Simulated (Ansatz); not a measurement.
Process, species as SMILES: CCl (CH3-Cl) → [CH2]Cl (CH2-Cl) + H atom
B3LYP-D3(BJ)/def2-TZVP geometries, fixed; electronic energies without zero-point terms.

Basis-set convergence of the bond dissociation energy at HF with Ansatz (an electronic-structure program). Cartesian d functions, on some or all atoms, in 6-31G*, 6-31+G*, 6-311G**, 6-311+G**; all else is spherical. Open shells are unrestricted. No added dispersion term, no relativity. Functions are those of the species that has most. Reference: the value in pcseg-4, 82.90 kcal/mol, itself unsure by roughly 0.02 kcal/mol (its mean distance from aug-pcseg-3, aug-cc-pV(Q+d)Z, cc-pV(5+d)Z). Deviations are taken from unrounded values.

| basis | functions | bond dissociation energy (kcal/mol) |
|---|---|---|
| 6-31G* | 40 | 84.18 |
| 6-31+G* | 48 | 83.70 |
| def2-SVP | 47 | 83.28 |
| def2-SVPD | 71 | 84.11 |
| pcseg-1 | 47 | 84.59 |
| aug-pcseg-1 | 77 | 85.08 |
| cc-pV(D+d)Z | 52 | 82.59 |
| aug-cc-pV(D+d)Z | 82 | 82.57 |
| 6-311G** | 63 | 84.12 |
| 6-311+G** | 71 | 83.73 |
| def2-TZVP | 86 | 82.71 |
| def2-TZVPD | 110 | 82.76 |
| pcseg-2 | 106 | 83.38 |
| aug-pcseg-2 | 165 | 83.32 |
| cc-pV(T+d)Z | 111 | 82.97 |
| aug-cc-pV(T+d)Z | 170 | 83.02 |
| def2-TZVPP | 115 | 82.91 |
| def2-TZVPPD | 139 | 82.95 |
| cc-pV(Q+d)Z | 209 | 82.90 |
| aug-cc-pV(Q+d)Z | 307 | 82.90 |
| def2-QZVPP | 217 | 82.89 |
| def2-QZVPPD | 241 | 82.89 |
| pcseg-3 | 223 | 82.98 |
| aug-pcseg-3 | 321 | 82.95 |

What the diffuse functions change, pair by pair:
- 6-31G* to 6-31+G*: 8 more functions, deviation 1.28 to 0.81 kcal/mol
- def2-SVP to def2-SVPD: 24 more functions, deviation 0.38 to 1.21 kcal/mol
- pcseg-1 to aug-pcseg-1: 30 more functions, deviation 1.69 to 2.19 kcal/mol
- cc-pV(D+d)Z to aug-cc-pV(D+d)Z: 30 more functions, deviation -0.30 to -0.33 kcal/mol
- 6-311G** to 6-311+G**: 8 more functions, deviation 1.22 to 0.83 kcal/mol
- def2-TZVP to def2-TZVPD: 24 more functions, deviation -0.18 to -0.14 kcal/mol
- pcseg-2 to aug-pcseg-2: 59 more functions, deviation 0.49 to 0.43 kcal/mol
- cc-pV(T+d)Z to aug-cc-pV(T+d)Z: 59 more functions, deviation 0.07 to 0.12 kcal/mol
- def2-TZVPP to def2-TZVPPD: 24 more functions, deviation 0.01 to 0.06 kcal/mol
- cc-pV(Q+d)Z to aug-cc-pV(Q+d)Z: 98 more functions, deviation 0.01 to 0.01 kcal/mol
- def2-QZVPP to def2-QZVPPD: 24 more functions, deviation -0.01 to 0.00 kcal/mol
- pcseg-3 to aug-pcseg-3: 98 more functions, deviation 0.08 to 0.05 kcal/mol

They bring the value nearer the reference by more than 0.02 kcal/mol in 5 of 12 pairs.
